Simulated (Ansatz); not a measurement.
# FHSSi (SMILES F[Si]S): a rigid scan of the bond length Si2–S3

The task here is to estimate one member of a computed series from the others.

The runs use Ansatz 0.2.0, Gaussian basis; single points in def2-TZVPP.

Levels: PBE-D4, r2SCAN-D4, PBE0-D4, B3LYP-D4, wB97M-V, Hartree-Fock, MP2, CCSD, CCSD(T). The scan takes 1.939, 1.982, 2.045, 2.119, 2.201, 2.290, 2.384, 2.482, 2.585 Å.

Correlated methods freeze the cores. B3LYP uses VWN-RPA correlation.

29 further runs of the same task are left out: 29 set aside as unsound or not needed.

## The starting structure

The minimum, relaxed at PBE0-D4: SMILES `F[Si]S`, 4 atoms, charge 0, spin multiplicity 1.

Atoms are counted from 1 here; the program's logs count them from 0.

Bond lengths: F1–Si2 1.616 Å, Si2–S3 2.154 Å, S3–H4 1.346 Å. Angles: F1–Si2–S3 99.9°, Si2–S3–H4 95.0°.

Geometry (Å):

```xyz
4
charge 0, multiplicity 1
F    -1.1391   -0.0286    1.0619
Si    0.0813    0.9891    0.7689
S     0.9959   -0.0009   -0.9117
H     0.1174   -1.0199   -0.9394
```

Energies of the minimum (eV), from earlier single points: PBE-D4 -21438.42272, r2SCAN-D4 -21446.89587, PBE0-D4 -21439.86303, B3LYP-D4 -21450.72815, wB97M-V -21447.91684, CCSD(T) -21420.45418.

At the minimum the bond length Si2–S3 is 2.154 Å.

The first run:

Contents of ccsdt-tzvpp/in.yaml:

```yaml
crystal:
  periodic: [false, false, false]
  atoms:
    - {symbol: F, position_ang: [-1.139088, -0.028588, 1.061921]}
    - {symbol: Si, position_ang: [0.081286, 0.989094, 0.768890]}
    - {symbol: S, position_ang: [0.904498, 0.098012, -0.743729]}
    - {symbol: H, position_ang: [0.025974, -0.920915, -0.771442]}
basis:
  gaussian: {orbitals: def2-TZVPP}
correlation: {method: ccsd_t}
```

No record of the launch command was kept for these runs.

Among the steps run: Si2–S3 = 1.939 Å; Si2–S3 = 1.982 Å; Si2–S3 = 2.045 Å; Si2–S3 = 2.119 Å; Si2–S3 = 2.201 Å; Si2–S3 = 2.290 Å; Si2–S3 = 2.384 Å; Si2–S3 = 2.482 Å; Si2–S3 = 2.585 Å.

One of the session's tables, all rows but one given; the rest of the session is left out.

It belongs to the step «The curves». Energies less that of the minimum at the same level (meV):

| bond length (Å) | PBE-D4 | PBE0-D4 | B3LYP-D4 | wB97M-V | Hartree-Fock |
| --- | --- | --- | --- | --- | --- |
| 1.939 | 505 | 439 | 488 | 440 | 458 |
| 1.982 | 316 | 263 | 302 | 263 | 272 |
| 2.045 | 131 | 96 | 121 | 95 | 97 |
| 2.119 | 20 | 9 | 17 | 8 | 8 |
| 2.154 (minimum) | 0 | 0 | 0 | 0 | 0 |
| 2.201 | -1 | 14 | 3 | 15 | 17 |
| 2.290 | 60 | 105 | 71 | 108 | 117 |
| 2.384 | ? | ? | ? | ? | ? |
| 2.482 | 368 | 477 | 394 | 488 | 520 |
| 2.585 | 586 | 728 | 619 | 744 | 790 |

**Question.** Estimate the row for bond length (Å) = 2.384.

Worked estimate for «PBE-D4». A straight line through the neighbours (2.290, 60) and (2.482, 368) gives 60 + (368 − 60) × (2.384 − 2.290) / (2.482 − 2.290) = 211; a parabola fitted to 4 rows on both sides gives 189.

The run gave: PBE-D4: 188; PBE0-D4: 265; B3LYP-D4: 208; wB97M-V: 272; Hartree-Fock: 291. In «PBE-D4» the line misses by +23 and the parabola by +1.
